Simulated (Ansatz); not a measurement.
**CHClFN: one species, many methods**

One table from this session's results is given with a row withheld; the runs are named, their logs left out.

The runs use Ansatz 0.2.0, Gaussian basis; functionals in def2-TZVPP, the program's frozen cores in correlated methods.

The runs, in order: LDA (SPW92), PBE-D4, revPBE-D4, BLYP-D4, r2SCAN-D4, B97M-V, PBE0-D4, B3LYP-D4, r2SCANh-D4, r2SCAN0-D4, HSE06-D4, BHLYP-D4, CAM-B3LYP-D4, LC-ωPBE, ωB97X-V, ωB97M-V, B2PLYP, PBE-QIDH; CCSD(T)/def2-SVP; CCSD(T)/def2-TZVPP; MP2/def2-QZVPP; extrapolation to the limit; RPA on PBE.

## The geometry

The geometry comes from an earlier relaxation with PBE0-D4 in a triple-zeta def2 set; it is a stationary point.

5 atoms, charge 0, spin multiplicity 1.

Atoms are counted from 1 here; the program's logs count them from 0.

Bond lengths: N1–C2 1.237 Å, N1–H5 1.013 Å, C2–F3 1.314 Å, C2–Cl4 1.729 Å. Angles: C2–N1–H5 112.7°, N1–C2–F3 121.4°, N1–C2–Cl4 128.7°, F3–C2–Cl4 110.0°.

The first run:

The input, in.yaml:

```yaml
crystal:
  periodic: [false, false, false]
  atoms:
    - {symbol: N, position_ang: [0.321103, 0.940468, 0.274413]}
    - {symbol: C, position_ang: [0.137869, -0.274598, 0.128466]}
    - {symbol: F, position_ang: [0.810342, -1.157366, 0.832102]}
    - {symbol: Cl, position_ang: [-0.953469, -1.081683, -0.943190]}
    - {symbol: H, position_ang: [-0.266045, 1.499578, -0.333292]}
basis:
  gaussian: {orbitals: def2-TZVPP}
hamiltonian: {xc: lda}
output: {orbitals: {seedname: orbitals}}
```

On the command line:

```
> ansatz run in.yaml --threads 2 --pin off --events-out ev --progress --plain --max-ram 4352MiB
```

Among the steps run: LDA; PBE-D4 (GGA); revPBE-D4 (GGA); BLYP-D4 (GGA); r2SCAN-D4 (meta-GGA); B97M-V (meta-GGA); PBE0-D4 (hybrid); B3LYP-D4 (hybrid); r2SCANh-D4 (hybrid); r2SCAN0-D4 (hybrid); HSE06-D4 (hybrid); BHLYP-D4 (hybrid); CAM-B3LYP-D4 (range-separated); LC-ωPBE (range-separated); ωB97X-V (range-separated); ωB97M-V (range-separated); B2PLYP (double hybrid); PBE-QIDH (double hybrid).

One of the session's tables, all rows but one given; the rest of the session is left out.

It belongs to the step «Orbital energies across the functionals». 

| functional | HOMO (eV) | gap (eV) |
| --- | --- | --- |
| LDA (SPW92) | -7.60 | 5.79 |
| PBE-D4 | -7.46 | 5.92 |
| revPBE-D4 | -7.40 | 5.97 |
| BLYP-D4 | -7.34 | 5.91 |
| r2SCAN-D4 | -7.84 | 6.52 |
| B97M-V | -7.98 | 6.84 |
| PBE0-D4 | ? | ? |
| B3LYP-D4 | -8.77 | 8.05 |
| r2SCANh-D4 | -8.42 | 7.50 |
| r2SCAN0-D4 | -9.30 | 8.99 |
| HSE06-D4 | -8.63 | 7.81 |
| BHLYP-D4 | -10.44 | 11.24 |
| CAM-B3LYP-D4 | -10.49 | 11.26 |
| LC-ωPBE | -11.88 | 13.90 |
| ωB97X-V | -11.51 | 13.49 |
| ωB97M-V | -11.38 | 13.31 |

Estimate the missing values for PBE0-D4.

The run gave: HOMO (eV): -9.04; gap (eV): 8.60. In the column «HOMO (eV)» it lies between r2SCAN0-D4 (-9.30) and B3LYP-D4 (-8.77).
